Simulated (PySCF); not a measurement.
Species: PMe2PMe2, C4H12P2.
Bonds: C1–P2, P2–C3, P2–P4, P4–C5, P4–C6. Hydrogens: H7, H8, H9 on C1; H10, H11, H12 on C3; H13, H14, H15 on C5; H16, H17, H18 on C6.

Theory: PBE0-D3(BJ)/def2-TZVP geometry optimisation, gas phase in PySCF.

List the bond lengths, angles and torsions at this level.

```
                   bond  length (Å)
 C1–P2 and 3 like bonds       1.845
                  P2–P4       2.209
C1–H7 and 11 like bonds       1.092
```

Bonds in one row agree within 0.01 Å and their mean is given. A selection of angles:
```
   angle  degrees
P2–C1–H7    108.6
P2–C1–H8    112.5
H7–C1–H8    109.1
H7–C1–H9    107.6
C1–P2–C3     99.1
C1–P2–P4     98.1
```

Torsions: C1–P2–P4–C5 79° (synclinal).

All 4 C–P bonds measure 1.845 Å. P2 (three-coordinate phosphorus) is pyramidal (angles 99.1°, 98.2° and 98.1°, sum 295.4°, 0.94 Å off the plane of its three neighbours).

Point group: C2h (every atom within 0.08 Å of its image). Whether it is a minimum is left open (no frequencies). The numbers are those of one conformer.
